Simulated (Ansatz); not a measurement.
Process, species as SMILES: F[C]Cl (closed-shell singlet) + 3 [H][H] (H2) → C (CH4) + Cl (HCl) + F (HF)
B3LYP-D3(BJ)/def2-TZVP geometries, fixed; electronic energies without zero-point terms.

Basis-set convergence of the energy of full hydrogenation at PBE0 with Ansatz (an electronic-structure program). Cartesian d functions, on some or all atoms, in 6-31G*; all else is spherical. The program fits the integrals of some runs and decomposes those of others, by size. No added dispersion term, no relativity. Functions are those of the species that has most. Reference: the value in pcseg-4, -129.88 kcal/mol, itself unsure by roughly 0.09 kcal/mol (its mean distance from aug-pcseg-3, aug-cc-pV(Q+d)Z, cc-pV(5+d)Z).

```
basis            functions  energy of full hydrogenation (kcal/mol)
---------------  ---------  ---------------------------------------
3-21G                   31                                        …
pcseg-0                 31                                  -128.50
6-31G*                  49                                        …
def2-SVPD               70                                  -138.48
6-311++G(2d,2p)         89                                        …
pcseg-2                 94                                  -130.14
cc-pV(T+d)Z             99                                  -127.86
def2-TZVPP             104                                  -129.00
def2-TZVPD             123                                  -128.74
def2-TZVPPD            128                                  -130.41
aug-pcseg-2            142                                        …
aug-cc-pV(Q+d)Z        264                                  -129.90
cc-pV(5+d)Z            311                                  -129.71
```

Problem. Fill in the missing entries.

Solution. 
- 3-21G, energy of full hydrogenation (kcal/mol): -120.60
- 6-31G*, energy of full hydrogenation (kcal/mol): -117.80
- 6-311++G(2d,2p), energy of full hydrogenation (kcal/mol): -132.33
- aug-pcseg-2, energy of full hydrogenation (kcal/mol): -130.35
